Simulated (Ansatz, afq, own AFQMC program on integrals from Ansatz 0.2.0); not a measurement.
**SiH₂, triplet in cc-pVTZ, levels against CCSDT(Q)**

| atom | x (Å) | y (Å) | z (Å) |
| --- | --- | --- | --- |
| H | 0.0000 | 0.0000 | -1.3573 |
| H | 0.0000 | 0.0000 | -0.0413 |
| Si | 0.0000 | 0.0000 | 1.3987 |

Basis cc-pVTZ. Noble-gas cores (and the filled d shells of Ga–Kr and In–Xe) are frozen. Ansatz 0.2.0 and our own AFQMC program on the same integrals; the CISD trial comes from CCSD amplitudes, and released means the phaseless constraint is let go. Uncertainties: one standard error, sampling alone.

Determinant: UHF, the one that the program's search chose, which needn't be the lowest solution. The geometry is a point of a scan.

No full CI on the walks' own integrals is used here; CCSDT(Q) serves as the reference and is uncertain by about the last step of the cluster series.

Cautions: lower spins were not checked; the determinant is a saddle point among determinants of its kind; the released energies are still falling, so no released level is given (meV from the phaseless value at times in 1/Eh: -1.4 ± 2.2 at 0.24, -4.5 ± 1.5 at 0.51, -4.4 ± 1.5 at 0.99, -9.7 ± 1.3 at 1.62, -11.1 ± 1.9 at 2.40), though the last usable value meets CCSDT(Q) within the noise.

* T1 diagnostic: 0.0234
* weight of the determinant in the CISD state: 0.908
* ⟨S²⟩ of the determinant: 2.025
* size of the correlated space: 6 electrons in 57 orbitals

```tsv
level	correlation energy (eV)
MP2	-2.4179
CCSD	-3.1217
CCSD(T)	-3.2208
```

(1) Estimate where phaseless AFQMC with a CISD trial lies against CCSD(T) on the same integrals.

(1) 0.66 ± 0.06 mEh below CCSD(T).

Reference: CCSDT(Q), correlation energy -3.250 eV.

| level | E − E(reference) (mEh) | share of correlation (%) |
| --- | --- | --- |
| CCSD(T) | 1.07 | 99.10 |
| CCSDT | 0.12 | 99.90 |
| ph-AFQMC/CISD | 0.41 ± 0.06 | 99.65 |

A walk keeps the symmetry of its determinant, which the program's search chose and which needn't be the lowest solution, so a lower state of the same spin and another symmetry isn't excluded.
